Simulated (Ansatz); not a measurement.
## CH2BN− (SMILES [BH2-]C#N): the energy, rung by rung

CH2BN− has 5 atoms, charge -1, and is taken as a doublet. SMILES: `[BH2-]C#N`. The coordinates come from a GFN2-xTB relaxation.

```xyz
5

B    -0.4793    0.2013   -0.2464
C     0.7401   -0.3109    0.3812
N     1.7294   -0.7275    0.8900
H    -0.8894   -0.2717   -1.2810
H    -1.1008    1.1089    0.2562
```

Each level gives the energy change with the B1–C2 bond stretched from 1.464 to 2.196 Å (eV). The values are calculated.

```tsv
level	kind	program	value (eV)	less FCI/STO-3G	CPU time (all runs)
UHF/STO-3G	Hartree–Fock	Ansatz	3.00	+0.45	0.26 s
U-revPBE/STO-3G	GGA	Ansatz	2.73	+0.18	3 s
UBLYP/STO-3G	GGA	Ansatz	2.63	+0.08	2.9 s
UB3LYP/STO-3G	global hybrid	Ansatz	2.81	+0.26	3.3 s
RPA@PBE/STO-3G	RPA	Ansatz	2.38	-0.17	3.6 s
UMP2/STO-3G	perturbation theory	Ansatz	2.39	-0.16	0.25 s
UCCSDT/STO-3G	coupled cluster or CI	Ansatz	2.56	+0.01	2.4 s
FCI/STO-3G	exact in the basis	Ansatz	2.55	0.00	5.6 min
```

FCI/STO-3G is exact within its basis and frozen core, so for wave-function methods in that basis the difference is their error; functionals converge differently with the basis, so for them it is only a difference. Sets without diffuse functions describe the anion poorly. The first shape isn't each level's own minimum. The values span 2.38 to 3.00 eV. Spin contamination of the reference (⟨S²⟩ at least 0.1 too high) touches UHF/STO-3G, UMP2/STO-3G, UCCSDT/STO-3G. All rows use very small basis sets, so none should be taken for the real molecule's value. Times are those of the runs behind each value, whatever else they computed, on shared processors of several kinds: orders of magnitude only.
